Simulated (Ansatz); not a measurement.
Ansatz (a quantum-chemistry and plane-wave program) input (revPBE/def2-TZVPD):

Ansatz 0.2 input:
```yaml
crystal:
  periodic: [false, false, false]
  atoms:
    - {symbol: C, position_ang: [0.24243516, -0.19849135, -1.22253028]}
    - {symbol: C, position_ang: [-0.03825523, -0.01277160, 0.02051421]}
    - {symbol: H, position_ang: [-0.23057535, -0.63963619, -2.07626433]}
    - {symbol: O, position_ang: [-0.12431303, 0.23840173, 1.16104509]}
basis:
  gaussian:
    orbitals: def2-TZVPD
hamiltonian:
  xc: {name: revPBE}
magnetization: {spin_polarized: true, initial_magnetization: 1}
output: {forces: true}
```

End of the output:

```
mean field evaluation 1: about -4130.7959 eV, gradient 3.1e1 eV
mean field evaluation 2: about -4129.0697 eV, gradient 3.6e1 eV
mean field evaluation 4: about -4134.8660 eV, gradient 4.1e0 eV
mean field evaluation 8: about -4134.9230 eV, gradient 2.1e-1 eV
mean field evaluation 16: about -4134.9231 eV, gradient 5.4e-5 eV
mean field evaluation 32: about -4134.6482 eV, gradient 7.7e-1 eV
mean field -4134.92313371 eV, -151.9556224123 hartree, gradient 1.3e-5 eV, S^2 0.754856; 4 other end points of the search recorded, 0 dependent functions left out
the calculation of the forces begins
reference -4134.92318243 eV, -151.9556242025 hartree; 11, 10 occupied and 112, 113 virtual orbitals, 583 factors
Total energy: -4134.92318243 eV, -151.9556242025 hartree
Atom 0 at     0.242435    -0.198491    -1.222530 Å, force     0.422836     0.025893    -0.677440 eV/Å
Atom 1 at    -0.038255    -0.012772     0.020514 Å, force    -0.180212    -0.204949    -0.469449 eV/Å
Atom 2 at    -0.230575    -0.639636    -2.076264 Å, force    -0.167176    -0.145480    -0.260940 eV/Å
Atom 3 at    -0.124313     0.238402     1.161045 Å, force    -0.075447     0.324536     1.407829 eV/Å
Dipole moment:    -0.156268    -0.135854    -0.243391 e Å
```

It need not be the lowest isomer of its formula.
